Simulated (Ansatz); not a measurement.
# Multireference treatment of C2H4N, doublet

Calculated in Ansatz's Gaussian-basis code. Basis cc-pVTZ, nonrelativistic, 3 orbitals frozen in the corrections. State-specific CASSCF; RHF is the lowest restricted (open-shell) Hartree–Fock solution met. Single-reference values can break down or jump between states where bonds are stretched. No symmetry is imposed, so a solution can break that of the shape. The lowest solution met needn't be the lowest there is, nor hold the orbitals that a chemist would pick.

Geometry:

```xyz
7

C     0.0000   -1.0582   -0.4534
N     0.0000    0.2636   -0.4387
C     0.0000    0.8971    0.7215
H     0.0000   -1.6636    0.4618
H     0.0000   -1.5718   -1.4110
H     0.0000    1.9837    0.7254
H     0.0000    0.3732    1.6857
```

**Question.** What do CASSCF and its corrections give against RHF in CAS(3,3), and what are the occupations?

**Answer.** CASSCF -1.173 eV, SC-NEVPT2 -14.360 eV; occupations 1.90, 1.00, 0.10.

**Question.** How do single-reference totals in the same basis and frozen core stand against SC-NEVPT2 in CAS(3,3)?

**Answer.** CCSD(T) -1.288 eV. Coupled cluster stands on the determinant that it favours, which can lie over the RHF solution above, and is in doubt where the occupations are far from 0, 1 and 2.

**Question.** Roughly how much CPU time does a whole run from the default start take (median of such runs, summed over threads; nearly all runs on one pinned thread of a shared server, mostly Xeon at 2.3 to 2.6 GHz, by a development driver)?

**Answer.** CAS(3,3): about 29 s. Other jobs ran beside these, and the count of passes differs.
